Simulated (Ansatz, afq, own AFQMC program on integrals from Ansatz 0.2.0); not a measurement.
AFQMC on a folder of integrals that Ansatz 0.2.0 wrote.

```yaml
crystal:
  periodic: [false, false, false]
  atoms:
    - {symbol: Ge, position_ang: [-0.279676, -0.002127, 0.000875]}
    - {symbol: N, position_ang: [1.614684, 0.012278, -0.005052]}
    - {symbol: H, position_ang: [-0.771963, 1.453501, 0.003931]}
    - {symbol: H, position_ang: [-0.751362, -0.736741, 1.265415]}
    - {symbol: H, position_ang: [-0.759290, -0.734117, -1.262204]}
basis:
  gaussian: {orbitals: cc-pVDZ}
magnetization: {spin_polarized: true, initial_magnetization: 2}
correlation: {method: ccsd_t, electrons: outside_noble_gas, hamiltonian_folder: ham}
```

```sh
$ ansatz run in.yaml --threads 1 --pin off --events-out ev --progress --plain --max-ram 16896MiB --backend cuda --devices 0, --max-vram 18GiB
```

afq runs on the folder ham with

```
--method phaseless --trial hf --walkers 4000 --populations 20 --least-time 40 --time-step 0.005 --steps-per-block 20 --equilibration-blocks 112 --max-blocks 4000 --target-error 0.001050 --factor-cut 1e-05 --start spin_pure --seed 2335 --taylor-order 6
```

Times are imaginary, in 1/Eh. The walk had a cap of 52 s. With eight or more populations the least sampling time is a fifth of least-time, and the error comes from their spread. Filled inner d shells are frozen with the cores.

Log:

```
orbitals 41  electrons 7 5  factors 330 of 591
reference energy -2131.45853306 Eh
CCSD correlation -0.23657601 Eh in 12 cycles, weight of the determinant in the CISD state 0.8912
energy of the start -2131.459045 Eh
 block  time / (1/Eh)  mean weight  energy / Eh
     1     0.100  1.0008  -2131.510903
     2     0.200  1.0012  -2131.550486
     3     0.300  1.0019  -2131.581436
     4     0.400  1.0016  -2131.603576
     5     0.500  1.0012  -2131.621769
     7     0.700  1.0013  -2131.644453
     9     0.900  1.0009  -2131.662791
    13     1.300  1.0005  -2131.681413
    21     2.100  1.0004  -2131.692432
    29     2.900  0.9998  -2131.697045
    37     3.700  0.9998  -2131.702473
    41     4.100  1.0001  -2131.706419
    45     4.500  0.9997  -2131.701596
    53     5.300  0.9997  -2131.696603
    61     6.100  1.0002  -2131.704727
    69     6.900  1.0001  -2131.703711
    77     7.700  0.9991  -2131.698253
    85     8.500  1.0000  -2131.695157
    93     9.300  1.0000  -2131.702620
   101    10.100  1.0001  -2131.702995
   109    10.900  1.0001  -2131.701531
   117    11.700  1.0003  -2131.703125
   125    12.500  1.0001  -2131.702270
   133    13.300  1.0004  -2131.698819
   141    14.100  1.0001  -2131.697726
   149    14.900  1.0001  -2131.701688
   157    15.700  0.9999  -2131.697074
   165    16.500  1.0000  -2131.704174
   169    16.900  1.0001  -2131.702533
error from the spread of 20 populations
energy -2131.699792 +/- 0.001055 Eh
(rows thinned)
```

The time cap ended the run before it passed its tests.

Against this walk (error 28.7 meV) on the same determinant: CCSD(T) 4.5 meV lower (within the noise), CCSDT(Q) 41.1 meV lower (within the noise), a separate phaseless walk with a CISD trial and standard settings 29.6 ± 28.8 meV lower (within the noise). The error is statistical and leaves out the bias of the constraint.

Cautions: constraint bias not in the error; error not settled; no relativity below Rb; no spin-orbit coupling; inner d shell frozen; the sampling time fell short of the least asked.

The walk took 52 s on 1 × NVIDIA H100 80GB HBM3 with 2 threads of AMD EPYC 7R13 Processor (Zen 3), with other jobs on the host (the card was shared). The log's last line is the phaseless energy.

CCSDT and higher add their correlation energy to the determinant of the CCSD(T) run, since their own runs factorise the integrals more tightly (a shift of under 2 meV). A walk keeps the symmetry of its determinant, which the program's search chose and which needn't be the lowest solution, so a lower state of the same spin and another symmetry isn't excluded.
